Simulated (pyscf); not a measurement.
A first-order saddle from PySCF, ωB97X-D3(BJ)/def2-SVP:

```xyz
19

N      0.8475     0.1540     1.7369
Si    -0.8933     0.5961     1.8020
N     -1.7433     0.2117     0.3518
Si    -1.4644     1.0617    -1.1429
N      0.1636     1.6608    -1.0330
H      1.2031    -0.5084     2.6713
H      1.4421     0.9139     1.3965
H     -0.9342     2.0468     2.1134
H     -1.4479    -0.2297     2.9055
H     -2.3077    -0.6323     0.3440
H     -1.7673     0.1111    -2.2538
H     -2.3133     2.2774    -1.3151
H      0.3884     2.5393    -1.4901
H      0.9152     0.9851    -1.1520
Si     1.2810    -1.5241     1.0046
H      1.4326    -1.6439     2.8851
H      1.1308    -1.0783    -0.4518
H      0.2082    -2.5525     1.0969
H      2.7118    -1.9340     1.0072
```

Surface: singlet, charge 0. Lowest wavenumbers (cm⁻¹): 1447i, 41, 94, 108, 125.

Q: What reaction is this the transition state of?

A: `[NH2][SiH2][NH][SiH2][NH2]` + `[SiH4]` ⇌ `[NH2][SiH2][NH][SiH2][NH][SiH3]` + `[H][H]`, a four-centre exchange read from left to right: H–N, H–Si broken and N–Si, H–H formed. At ωB97M-D3(BJ)/def2-TZVP it lies +40.0 kcal/mol from the left side and +47.9 kcal/mol from the right (each side as separated species at their lowest minima found). On the reactant side the descent ends in a complex, 4.2 kcal/mol under the separated species and 42.8 kcal/mol under the saddle at ωB97X-D3(BJ)/def2-TZVP. At the saddle there is also a short H–Si contact that neither side keeps. This is the saddle that the search found; another between the same sides may lie lower.
